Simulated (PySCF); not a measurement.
**Which determinant of BF lies lowest?**

Unrestricted PBE0; basis B STO-3G, F STO-3G; no relativity; PySCF 2.14. Outer shells of the fragments: B 2s2 2p1; F 2s2 2p5.

Followed along the bond (rough minima from three points):

```tsv
2Ms+1	unpaired	⟨S²⟩ at the start	R at minimum (Å)	Te (eV)
1	none	0.00	1.27	0.00
3	σ ↑, π ↑	2.01	1.33	3.21
```

Solutions found at the starting distance of 1.430 Å, counted from the lowest of them; the search is not exhaustive and high or unbound solutions are not listed, so other states can lie among these:

```tsv
2Ms+1	unpaired	term	E (eV)	⟨S²⟩	⟨Lz²⟩	μ (D)
1	none	¹Σ⁺	0.00	0.00	0.00	0.95
3	σ ↑, π ↑	³Π	2.87	2.01	1.00	-0.50
```

A term symbol is given only where ⟨S²⟩ and ⟨Lz²⟩ are close to those of a pure state; real π, δ and φ orbitals otherwise mix terms. A positive dipole means B(−)F(+).

Compare the gap between the two lowest followed solutions at the starting distance with the gap between their minima.

At PBE0 the second solution (triplet, unpaired electrons σ ↑, π ↑) lies +2.87 eV from the first (singlet, closed shell) at 1.430 Å and +3.21 eV at the minima; the two curves relax by different amounts, since their minima lie near 1.33 and 1.27 Å.

STO-3G is very small, so such numbers show the basis as much as the molecule.
